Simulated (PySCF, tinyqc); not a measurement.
The basis set: RHF and MP2 along a ladder of basis sets, for CH+, spin multiplicity 1. Computed by the program tinyqc with PySCF. Same geometry throughout; the dipole is taken about the origin.

Geometry (angstrom):
```
atom,x,y,z
C,0.0000,0.0000,0.0000
H,0.0000,0.0000,1.0790
```

RHF and frozen-core MP2 in a ladder of bases:
```
basis,functions,E(RHF) (hartree),E(MP2 corr) (hartree),HOMO (eV),LUMO (eV),dipole (debye)
sto-3g,6,-37.44784,-0.03087,-23.664,-8.060,2.193
6-31g,11,-37.88105,-0.04241,-23.703,-9.011,2.492
6-31g**,19,-37.89657,-0.06946,-23.921,-8.961,2.362
cc-pvdz,19,-37.89954,-0.06751,-23.961,-9.049,2.340
aug-cc-pvdz,32,-37.90005,-0.06877,-23.960,-9.105,2.310
cc-pvtz,44,-37.90687,-0.08414,-23.974,-9.062,2.315
```

Estimate the missing row, basis = 3-21g.

Computed row:
```
basis  functions  E(RHF) (hartree)  E(MP2 corr) (hartree)  HOMO (eV)  LUMO (eV)  dipole (debye)
3-21g         11         -37.67875               -0.04377    -23.809     -9.164           2.494
```

From cc-pVDZ to cc-pVTZ the RHF energy falls by 7.3 mhartree and the correlation energy by 16.6. If valence correlation converges as X^-3, (27 E(T) - 8 E(D))/19 gives -0.0911 hartree, a rough estimate from such small X that usually falls short; STO-3G holds about 34 % of it. Beyond STO-3G the LUMO moves by 0.2 eV and the HOMO by 0.3 eV. The restricted reference is unstable here: a spin-polarised solution lies 0.0097 hartree lower (PySCF, cc-pVDZ), so results built on it describe a poor reference.
